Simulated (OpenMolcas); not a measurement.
**CH7BSi (SMILES CB[SiH3]): the vertical energy of the triplet above the singlet, rung by rung**

CH7BSi: 10 atoms, total charge 0, spin state singlet. SMILES: `CB[SiH3]`. The coordinates come from a PBE0-D4/def2-TZVP relaxation.

Quantity: the vertical energy of the triplet above the singlet, in eV. The values are calculated.

```json
{"level": "HF/6-311+G**", "kind": "Hartree–Fock", "program": "OpenMolcas", "value (eV)": "3.68", "CPU time (all runs)": "73 s"}
{"level": "BLYP/6-311+G**", "kind": "GGA", "program": "OpenMolcas", "value (eV)": "3.62", "CPU time (all runs)": "3.1 min"}
{"level": "revPBE/6-311+G**", "kind": "GGA", "program": "OpenMolcas", "value (eV)": "3.47", "CPU time (all runs)": "3.2 min"}
{"level": "M06-L/6-311+G**", "kind": "meta-GGA", "program": "OpenMolcas", "value (eV)": "3.65", "CPU time (all runs)": "4.3 min"}
{"level": "TPSS/6-311+G**", "kind": "meta-GGA", "program": "OpenMolcas", "value (eV)": "3.54", "CPU time (all runs)": "4.6 min"}
{"level": "BHLYP/6-311+G**", "kind": "global hybrid", "program": "OpenMolcas", "value (eV)": "3.93", "CPU time (all runs)": "3.6 min"}
{"level": "M06-2X/6-311+G**", "kind": "hybrid meta-GGA", "program": "OpenMolcas", "value (eV)": "3.83", "CPU time (all runs)": "4.1 min"}
{"level": "PBE0/6-311+G**", "kind": "global hybrid", "program": "OpenMolcas", "value (eV)": "3.63", "CPU time (all runs)": "3.5 min"}
```

The values span 3.47 to 3.93 eV. Times are those of the runs behind each value, whatever else they computed, on shared processors of several kinds: orders of magnitude only.
